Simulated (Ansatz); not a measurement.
# Scan of [OH···H···H], doublet

Starting geometry:

```xyz
4

O    -0.1533   -0.0491    0.0000
H    -0.4027    0.8775    0.0000
H     0.8062   -0.0491    0.0000
H     2.0307   -0.0491    0.0000
```

From there H3 is moved from one fragment to the other while all else, the fragments' distance too, stays fixed, so the hump isn't the reaction's barrier; atoms are numbered as listed. Energies are in kcal/mol, counted from the starting geometry at the same level. Kohn–Sham curves are unrestricted where that lies lower.

Basis 6-31G; Ansatz 0.2.0. Only valence electrons are correlated (noble-gas cores frozen).

Full CI is exact within this basis and frozen core; it isn't the basis-set limit.

| distance O1-H3 (Å) | PBE |
| --- | --- |
| 0.892 | 6.4 |
| 0.960 | 0.0 |
| 1.028 | -1.6 |
| 1.097 | -1.0 |
| 1.165 | 0.3 |
| 1.234 | 1.3 |
| 1.302 | 1.8 |
| 1.371 | 2.3 |
| 1.439 | 3.8 |

Q: Estimate the full CI curve in 6-31G from this one, knowing how PBE errs.

A: The computed full CI values, in kcal/mol from the starting point, and the error of PBE against them:
| distance O1-H3 (Å) | full CI | PBE less full CI |
| --- | --- | --- |
| 0.892 | 4.4 | 2.1 |
| 0.960 | 0.0 | 0.0 |
| 1.028 | 0.7 | -2.3 |
| 1.097 | 3.7 | -4.7 |
| 1.165 | 6.7 | -6.4 |
| 1.234 | 8.3 | -6.9 |
| 1.302 | 7.8 | -6.0 |
| 1.371 | 6.2 | -3.9 |
| 1.439 | 5.0 | -1.2 |

The error spans 9.0 kcal/mol and is largest, -6.9 kcal/mol, at 1.234 Å.

In so small a basis the reference is far from its limit while semilocal and hybrid functionals are nearer theirs, so the functionals' errors here hold much of the reference's basis and frozen-core error, which can add to them or hide them.
